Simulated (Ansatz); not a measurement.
Crystal: InO$_{2}$, fluorite type, 3 atoms in the cell.

The calculation used Ansatz, PBE, plane waves, PAW datasets (generated soft set 1).

Cutoff 420 eV; k-mesh 36×36×36 Γ-centred; Fermi–Dirac smearing of 0.0612 eV; no spin polarisation; no spin–orbit coupling.

The fit to the energies gives V₀ = 12.153 Å³/atom (a₀ = 5.264 Å), B₀ = 151 GPa, B₀′ = 4.69.

(1) What pressure does the program print at V = 11.914 Å³/atom, and how far above the lowest computed point (V = 12.157 Å³/atom) does the energy lie?

Results:

(1) 3.15 GPa and 2.30 meV/atom. All points:

```tsv
V (Å³/atom)	a (Å)	E − E(min) (meV/atom)	P (GPa)
11.428	5.1568	22.98	10.76
11.671	5.1931	9.75	6.74
11.914	5.2289	2.30	3.15
12.157	5.2642	0.00	-0.05
12.400	5.2991	2.29	-2.91
12.643	5.3335	8.69	-5.46
12.886	5.3675	18.74	-7.74
```

The published all-electron PBE values for this crystal (mean of FLEUR and WIEN2k, k-spacing 0.06 Å⁻¹; Bosoni et al., Nat. Rev. Phys. 6, 45 (2024)) are V₀ = 12.158 Å³/atom, B₀ = 151.4 GPa, B₀′ = 4.65.

The stress includes the program's correction for the finite plane-wave basis.

This cubic structure is a model: it isn't the usual form of the substance at ambient conditions, and such phases are metastable or hypothetical. Spin polarisation is left out, and a magnetic state may lie lower.
